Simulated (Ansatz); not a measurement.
**How far each method lies from RCCSDTQ for C3H6, singlet**

Geometry: MP2(full)/6-31G*, from the G2/97 set.

```xyz
9

C     1.2698    0.1166    0.0000
C    -0.0215    0.4621    0.0000
H     1.5797   -0.9245    0.0000
H     2.0593    0.8603    0.0000
H    -0.2847    1.5190    0.0000
C    -1.1612   -0.5094    0.0000
H    -0.7983   -1.5404    0.0000
H    -1.7970   -0.3699    0.8804
H    -1.7970   -0.3699   -0.8804
```

Basis STO-3G; Ansatz 0.2.0. Correlated methods freeze the noble-gas cores, which leaves 18 electrons in 18 orbitals. Prefix R: restricted or restricted open-shell reference; prefix U: unrestricted. Active spaces: frontier = (8e, 8o) about the gap.

Full CI isn't at hand for all of this; RCCSDTQ serves as the reference, and is uncertain by about the last step of the cluster series. The frozen core follows each run's orbitals, which can shift R against U totals by a few meV.

Unrestricted rows (U) aren't spin-pure: their determinants' ⟨S²⟩ exceeds S(S+1) by up to 0.29, so they mix in states of higher spin.

The UHF ⟨S²⟩ is 0.288. The T1 diagnostic (RCCSD) is 0.0019 and the largest doubles amplitude (RCCSD) is 0.208.

| level | E − E(RHF) (eV) |
| --- | --- |
| UHF | -0.1125 |
| RMP2 | -4.7040 |
| RCCSD | -6.1562 |
| RCCSD(T) | -6.1909 |

(1) Estimate how far RCCSDTQ in STO-3G lies from RCCSD(T). The table doesn't fix it; the size of (T) and the diagnostics are the guide.

(1) RCCSDTQ in STO-3G lies 0.48 kcal/mol below RCCSD(T), which is 60 % of the (T) step (-0.80 kcal/mol). A doubles amplitude is large, RHF is unstable towards spin polarisation, and the rest is a large part of (T).

The other levels:

| level | E − E(RCCSDTQ) (kcal/mol) | share of correlation (%) | wall time |
| --- | --- | --- | --- |
| CISD | 14.86 | 89.63 | 0.52 s |
| BCCD(T) | 0.48 | 99.67 | 0.39 s |
| RCCSDT | 0.32 | 99.77 | – |
| CISDTQ | 0.84 | 99.41 | 19 s (H100) |
| RCCSDT(Q) | 0.02 | 99.98 | 1.3 s |
| CASSCF (frontier space) | 73.65 | 48.58 | – |
| NEVPT2 (frontier space) | 20.60 | 85.62 | 7 s |

The correlation energy at RCCSDTQ, counted from RHF, is -6.212 eV. That run took 27 s on 1 thread of AMD EPYC 7R13, shared host.

Times hold each run's SCF and search for its determinant on a shared host, so for small cases they say little of a method's own cost; rows without a card ran on 1 thread of AMD EPYC 7R13.

Atomization energy (electronic, same basis, no zero-point term; atoms at the same level, unrestricted beside the R rows where the molecule is a closed shell, with restricted open-shell steps beyond CCSDT(Q)) at RCCSDTQ: 3758.2 kJ/mol. Errors of other levels:

```
    level  error (kJ/mol)
      RHF          -440.0
      UHF          -429.2
     RMP2           -63.7
     CISD           -62.2
    RCCSD            -5.4
 RCCSD(T)            -2.0
  BCCD(T)            -2.0
   RCCSDT            -1.4
   CISDTQ            -3.5
RCCSDT(Q)            -0.1
```

This basis is far from its limit, so the value isn't to be set against a measured one. Truncated CI isn't size-consistent, which counts against it in atomization.
